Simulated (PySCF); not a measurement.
A structure optimised at B3LYP-D3(BJ)/def2-SVP, used in a PySCF frequency run:

```xyz
10

C      0.0000     0.7135     0.9858
C      0.0000    -0.7135     0.9858
C      0.0000    -1.1248    -0.3342
N      0.0000     0.0000    -1.1223
C      0.0000     1.1248    -0.3342
H      0.0000     1.3667     1.8561
H      0.0000    -1.3667     1.8561
H      0.0000    -2.1209    -0.7708
H      0.0000     0.0000    -2.1333
H      0.0000     2.1209    -0.7708
```
Charge 0, spin multiplicity 1.

Question: Write its SMILES, formula and point group.

Answer: c1cc[nH]c1, C4H5N, C2v

Question: What are its rotational constants (standard atomic weights)?

Answer: 9.1130, 8.9609, 4.5182 GHz
